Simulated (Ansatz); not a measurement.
This geometry of AlFH2 + H4Si (9 atoms, charge 0, multiplicity 1) is a first-order saddle point.

Theory: RKS PBE0-D4/def2-SVP in Ansatz 0.2.0.

```xyz
9
Properties=species:S:1:pos:R:3
Al -0.125 -0.254 -0.023
F 0.296 0.376 1.745
H 1.097 0.049 -0.980
H -1.656 0.017 -0.312
Si 0.157 -2.594 1.024
H -0.170 -3.112 -0.354
H 1.506 -3.133 1.377
H -0.868 -3.165 1.952
H 0.317 -0.701 1.771
```

Problem. Which two structures does it join? (They come from a converged band through this point; their orientation in space is the band's.)

Solution. Bonds broken: Si5–H9. Bonds formed: Al1–Si5, F2–H9. AlFH2 + H4Si becomes AlFH6Si.

Image 0:

```xyz
9
Properties=species:S:1:pos:R:3
Al -0.067 0.183 0.149
F 0.347 1.271 1.353
H 1.128 -0.462 -0.675
H -1.590 0.123 -0.280
Si 0.165 -2.765 1.113
H -0.331 -3.001 -0.270
H 1.641 -2.909 1.217
H -0.552 -3.617 2.101
H -0.189 -1.340 1.493
```

Image 6:

```xyz
9
Properties=species:S:1:pos:R:3
Al 0.073 -0.303 -0.178
F -0.255 0.047 1.811
H 1.445 0.458 -0.428
H -1.296 0.170 -0.830
Si 0.203 -2.645 0.625
H -0.881 -3.625 0.300
H 1.510 -3.374 0.645
H -0.043 -2.378 2.133
H -0.203 -0.866 2.122
```

Problem. How far does it lie above each of them?

Solution. 160.9 kJ/mol above the first and 32.9 kJ/mol above the second. This is the barrier of this one path; another mechanism may lie lower. The orbitals stay closed-shell, which can raise the energy where a bond breaks towards radicals; this wasn't checked here.

Time of the run: 3.1 min on 1 thread of Intel(R) Xeon(R) Platinum 8488C (Sapphire Rapids), on a shared host, peak memory 0.18 GiB.
